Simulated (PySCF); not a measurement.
## Gas-phase thermal properties of SiCl₃NH₂

Method: PySCF energies (xtb for GFN2) plus ideal-gas RRHO corrections (1 bar). 6-31G* has spherical d functions here. All species are closed-shell singlets. B3LYP is the form with VWN-RPA correlation. SiCl₃NH₂: computed as isolated molecules; such fragments, hydroxides, amides, oligomers or adducts are transient or little studied in the gas. The harmonic model lacks anharmonicity and excited electronic states, which grow with temperature; levels with a mode under 35 cm⁻¹ are left out. Internal rotation in SiCl₃NH₂ is treated as a harmonic vibration of one conformer, which makes the entropy rough.

```tsv
level	point group	σ	ZPE (kJ/mol)	S°298 (J/mol/K)	Cp298 (J/mol/K)	S°1000 (J/mol/K)	H1000 − H298 (kJ/mol)
B3LYP/6-31G*	Cs	1	82.9	359.1	104.5	507.5	88.3
GFN2-xTB	Cs	1	78.1	369.5	107.8	520.3	89.5
HF/6-31G*	Cs	1	88.4	355.2	102.2	501.5	87.1
PBE/def2-SVP	Cs	1	80.3	362.5	105.6	512.1	88.9
PBE0/def2-TZVP	Cs	1	83.1	359.7	104.6	508.3	88.3
```
σ: rotational symmetry number. Electronic degeneracy used: 1. Frequencies are unscaled.
